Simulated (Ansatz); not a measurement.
Geometry optimisation, UKS revPBE-D4/def2-SVP in Ansatz.

Input file:

```yaml
crystal:
  periodic: [false, false, false]
  atoms:
    - { symbol: C, position_ang: [-0.837, 0.7086, -1.5647] }
    - { symbol: Al, position_ang: [0.1943, 0.6406, 0.0893] }
    - { symbol: C, position_ang: [0.6097, -1.1324, 0.8552] }
    - { symbol: H, position_ang: [-1.16247, -0.26601, -1.82891] }
    - { symbol: H, position_ang: [-0.16196, 1.05617, -2.44152] }
    - { symbol: H, position_ang: [0.7061, 1.9943, 0.8021] }
    - { symbol: H, position_ang: [0.2302, -1.9314, 0.2418] }
    - { symbol: H, position_ang: [1.783, -1.2383, 0.9007] }
    - { symbol: H, position_ang: [0.2304, -1.1849, 1.9374] }
magnetization:
  spin_polarized: true
  initial_magnetization: 1
basis:
  gaussian: { orbitals: def2-SVP }
hamiltonian:
  xc: revpbe
  dispersion: d4
relax:
  f_tol: 0.015
  max_steps: 40
```

Command:

```bash
$ ansatz run input.yaml --threads 2 --pin off --max-ram 3072MiB --backend cpu --events-out ev --progress --plain --runs-dir out
```

Task: Where does it end, and by what steps?

Result: It converged. The force dipped under the threshold on the way, but the program's further checks kept it going. After 7 steps the energy has fallen by 0.621 eV; H5 moved furthest, 0.79 Å.

```csv
step,energy less start (eV),largest force component (eV/Å),accepted
0,0.0000,2.480,yes
1,-0.4106,1.306,yes
2,-0.5391,0.880,yes
3,-0.5820,0.503,yes
4,-0.5968,0.761,yes
5,-0.6184,0.140,yes
6,-0.6206,0.012,yes
7,-0.6208,0.014,yes
```

```xyz
9
Properties=species:S:1:pos:R:3
C -0.587 0.591 -1.695
Al 0.325 0.556 0.030
C 0.641 -1.151 0.968
H -0.975 -0.310 -2.212
H -0.784 1.509 -2.284
H 0.815 1.949 0.659
H 0.178 -2.021 0.457
H 1.730 -1.359 1.061
H 0.248 -1.118 2.008
```

Time of the run: 12 s on 2 threads of Arm Neoverse V2, on a shared host, peak memory 0.16 GiB.
